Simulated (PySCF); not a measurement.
Diagnose this run.

A geometry optimisation on [F4MoO]-, SMILES `[O]=[Mo-]([F])([F])([F])[F]` (charge -1 and doublet state). Computed with PBE0-D3(BJ)/def2-SVP geometry optimisation, gas phase, def2 core potentials past Kr (PySCF).

Driver input (Å, GFN2-xTB start):

```
{"job": {"xc": "PBE0", "basis": "def2-SVP", "d3": "d3bj", "grid": 1, "maxiter": 30, "shake": 0.01, "kind": "geom"}, "charge": -1, "multiplicity": 2}
O     -1.6092     0.4264    -0.5824
Mo    -0.1028     0.1706    -0.1165
F      0.5225     1.7531    -0.7972
F     -0.4219    -0.6745     1.6105
F     -0.0147    -1.7563    -0.4849
F      1.6502     0.0507     0.3258
```

Output:

```
step   0  E = -542.19769974  max force = 0.126393
step   1  E = -542.22808281  max force = 0.033067
step   2  E = -542.22747088  max force = 0.013260
step   3  E = -542.22962536  max force = 0.005500
step   4  E = -542.22988441  max force = 0.004798
step   5  E = -542.23001727  max force = 0.002430
step   6  E = -542.23007148  max force = 0.000563
step   7  E = -542.23011647  max force = 0.000617
step   8  E = -542.23021454  max force = 0.002225
step   9  E = -542.23031695  max force = 0.003695
step  10  E = -542.23598109  max force = 0.016715
step  11  E = -542.22796678  max force = 0.040641
step  12  E = -542.24037325  max force = 0.020038
step  13  E = -542.24970013  max force = 0.012009
step  14  E = -542.25286150  max force = 0.015705
step  15  E = -542.25804175  max force = 0.018404
step  16  E = -542.25914197  max force = 0.015594
step  17  E = -542.25776082  max force = 0.016968
step  18  E = -542.26164924  max force = 0.014111
step  19  E = -542.26520951  max force = 0.014231
step  20  E = -542.26699692  max force = 0.008296
step  21  E = -542.26888004  max force = 0.006949
step  22  E = -542.26949443  max force = 0.014345
step  23  E = -542.26962310  max force = 0.012807
step  24  E = -542.26967564  max force = 0.012959
step  25  E = -542.26970568  max force = 0.012698
step  26  E = -542.26974620  max force = 0.013233
step  27  E = -542.26989501  max force = 0.013373
step  28  E = -542.27011897  max force = 0.014681
step  29  E = -542.27029539  max force = 0.014572
step  30  E = -542.27054761  max force = 0.013112
optimisation not converged
```

Energies are in Eh and forces in Eh/bohr.

Q: Can the results be trusted, and what went wrong?

A: Not as they stand: step limit reached while the energy was still falling. After 31 gradient evaluations the largest force component was 0.01311 Eh/bohr against a threshold of 0.00045, and over the last 5 steps the energy changed by -0.528 kcal/mol in all, within a range of 0.528 kcal/mol, the last step by -0.158 kcal/mol. The energy rose in 3 of the 30 steps.

Q: How can it be mended?

A: Restart from the last geometry with more steps, and check at the end whether the bonding still matches the drawn structure.

Hardware: one thread of an Arm Neoverse V1, no GPU, on a shared host. Cost: 3.9 min wall, 0.43 GiB resident at most.

Caution for open-shell metal species: one SCF solution and one stationary point were followed, and a lower state or a bent or distorted shape isn't ruled out.
